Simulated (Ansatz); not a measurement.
Input file:

```yaml
crystal:
  periodic: [false, false, false]
  atoms:
    - {symbol: Si, position_ang: [0.000633, 0.040705, -0.040964]}
    - {symbol: H, position_ang: [-0.010533, 1.131563, 1.042815]}
    - {symbol: H, position_ang: [-0.036367, -2.340162, 2.355072]}
    - {symbol: H, position_ang: [0.017476, 1.124535, -1.131700]}
    - {symbol: H, position_ang: [0.011799, -1.050153, -1.124744]}
basis:
  gaussian: {orbitals: def2-mTZVP}
total_charge: 1
magnetization: {spin_polarized: false, initial_magnetization: 1}
hamiltonian: {xc: r2scan}
correlation: {method: sc_nevpt2, electrons: outside_noble_gas, active_space: {window: {electrons: 3, orbitals: 3}}}
accuracy: high
```

```sh
$ ansatz run in.yaml --threads 1 --pin off --events-out ev --progress --plain --max-ram 2393MiB
```

**Question.** One thing in this input was set wrong on purpose, beside settings that are merely unusual. What is the gravest fault, and what does the program do?

**Answer.** Active space on a functional. How the run ends: refused.
```
Error: invalid value for `correlation.active_space`: it starts from restricted Hartree–Fock orbitals; set hamiltonian.xc: hf without magnetization.spin_polarized
```
